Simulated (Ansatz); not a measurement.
Calculation: frozen-core CCSD(T)/cc-pVTZ // B3LYP-D3(BJ)/def2-TZVP in Ansatz (a program for electronic structure).

Ansatz 0.2 input:
```yaml
crystal:
  periodic: [false, false, false]
  atoms:
    - { symbol: C, position_ang: [0.0, 0.0, 0.0] }
    - { symbol: H, position_ang: [-0.272299, 0.87181, -0.593413] }
    - { symbol: H, position_ang: [0.195293, -0.842915, -0.661585] }
    - { symbol: H, position_ang: [0.894813, 0.220935, 0.580376] }
    - { symbol: H, position_ang: [-0.817808, -0.24983, 0.674622] }
basis:
  gaussian: { orbitals: cc-pVTZ }
correlation:
  method: ccsd_t
```

Output:

```
Functional definition: HF
464 factors; integrals over basis functions are off by at most 8.8e-4 eV
mean field evaluation 1: about -1093.1140 eV, gradient 2.2e1 eV
mean field evaluation 2: about -1093.1125 eV, gradient 2.2e1 eV
mean field evaluation 4: about -1094.2497 eV, gradient 1.5e0 eV
mean field evaluation 8: about -1094.2605 eV, gradient 1.7e-4 eV
mean field evaluation 16: about -1094.2603 eV, gradient 2.1e-1 eV
mean field -1094.26053084 eV, -40.2133327921 hartree, gradient 1.7e-6 eV, S^2 0.000000; 0 other end points of the search recorded, 0 dependent functions left out
1 core orbitals not correlated
reference -1094.26053084 eV, -40.2133327921 hartree; 4, 4 occupied and 81, 81 virtual orbitals, 464 factors
second order -5.39589117 eV of doubles, -0.00000000 eV of singles
cycle   1  -5.78479175 eV  change   -3.9e-1 eV  update   4.2e-2
cycle   2  -5.92926989 eV  change   -1.4e-1 eV  update   1.2e-2
cycle   3  -5.94530900 eV  change   -1.6e-2 eV  update   3.6e-3
cycle   4  -5.94512032 eV  change    1.9e-4 eV  update   8.0e-4
cycle   5  -5.94523118 eV  change   -1.1e-4 eV  update   1.7e-4
cycle   6  -5.94523598 eV  change   -4.8e-6 eV  update   3.4e-5
cycle   7  -5.94525019 eV  change   -1.4e-5 eV  update   7.6e-6
cycle   8  -5.94525029 eV  change   -9.8e-8 eV  update   1.3e-6
perturbative correction -0.17097177 eV, -0.0062830965 hartree
Total energy: -1100.37675290 eV, -40.4380998069 hartree
```

Cost: around 3 core-seconds (rough).
